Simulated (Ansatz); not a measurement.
**H2Si–B, quartet in 6-31G: errors against full CI**

Geometry: a PBE0/def2-TZVP stationary point for this spin, not checked as a minimum. The doublet lies 0.4 eV lower here.

```xyz
4

Si    0.0000    0.0000    0.4518
B     0.0000    0.0000   -1.4188
H     0.0000    1.2127    1.3144
H     0.0000   -1.2127    1.3144
```

Basis 6-31G; Ansatz 0.2.0. Correlated methods freeze the noble-gas cores, which leaves 9 electrons in 20 orbitals. Prefix R: restricted or restricted open-shell reference; prefix U: unrestricted. Active spaces: valence = (9e, 10o) chosen from the atoms' valence shells.

Full CI is exact within this basis and frozen core; it isn't the basis-set limit. The frozen core follows each run's orbitals, which can shift R against U totals by a few meV.

For open shells CISD is restricted-active-space CI with the open shells as a complete middle space.

```
UHF ⟨S²⟩                          : 3.753
T1 diagnostic (RCCSD)             : 0.0198
largest doubles amplitude (RCCSD) : 0.053
T1 diagnostic (UCCSD)             : 0.0197
```

Problem. From what is known of these methods and the diagnostics, rank them by the size of their error in total energy against full CI in 6-31G, smallest first (an estimate: the text doesn't fix the numbers).
A. CASSCF (valence space)
B. MRCISD+Q (valence space)
C. UCCSDT(Q)
D. UMP2
E. UHF

Solution. C (1 meV), B (12 meV), D (757 meV), A (866 meV), E (2575 meV).

All errors are against full CI in 6-31G. Within each family the higher level lies nearer, as is usual though not guaranteed.

The full-CI state has the irrep A2 of C2v, in the program's axes.

Natural occupations of full CI about the gap: 1.973 1.962 1.952 0.993 0.991 0.983 0.039 0.030 0.027 0.019; effectively unpaired electrons, Σ n²(2−n)², 3.03.
